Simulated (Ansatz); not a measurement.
`N=CC(F)F` → `[CH]F` + `N=CF`  (formal loss of a carbene)

Computed with Ansatz on PBE0-D4/def2-TZVP structures; ΔE is electronic, products minus reactants. CCSD(T)/CBS is the MP2 limit (def2-TZVPP, def2-QZVPP) plus CCSD(T) − MP2 in def2-TZVPP, frozen cores. This one scheme is used for every species. Functionals use def2-TZVPP. Each species was taken in one conformer, which may not be the lowest.

| level | ΔE (eV) |
| --- | --- |
| PBE-D4 | 3.91 |
| CCSD/def2-TZVPP | 3.76 |

Question: What does CCSD(T)/CBS give? (Best estimate.)

Answer: The calculation gave: +3.83 eV. The listed levels differ from it by 0.08, -0.07 eV.

Largest T1 diagnostic among the species: 0.018.

From r2SCAN to r2SCAN0 (25 % exact exchange), in def2-TZVPP and without D4, ΔE moves by +0.07 eV. Leaving LDA and LC-ωPBE aside and taking each functional with its dispersion term where it has one, the values, not all of them listed here, spread over 0.43 eV, from BLYP-D4 to PBE-QIDH. LDA lies +0.59 eV from PBE without D4. At CCSD(T), def2-SVP lies +0.05 eV from the extrapolated value and def2-TZVPP −0.05 eV.
